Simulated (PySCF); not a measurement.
# Working out the ionisation energy of N

N [He] 2s2 2p3 (4S) → N⁺ [He] 2s2 2p2 (3P). Computed with PySCF 2.14 in ANO-RCC-VTZP, with scalar relativity by spin-free X2C-1e. Frozen: 1s2. Energies in hartree (1 hartree = 27.21139 eV):

```tsv
part	N (lower)	N⁺ (upper)
UHF	-54.433556	-53.922967
CCSD correlation	-0.113330	-0.093056
(T)	-0.002507	-0.001627
```

Question: What does Hartree-Fock give?

Answer: (-53.922967) − (-54.433556) = 0.510589 hartree = 13.894 eV.

Question: What do CCSD and CCSD(T) give?

Answer: The CCSD correlation energies differ by 0.020274 hartree = 0.552 eV and the triples by 0.000880 hartree = 0.024 eV, so CCSD gives 14.446 eV and CCSD(T) 14.470 eV.

Measured between the centres of the two terms (NIST): 14.545 eV, so CCSD(T) (valence) is off by -0.075 eV.

What remains against the reference includes basis incompleteness, the frozen core and higher excitations.
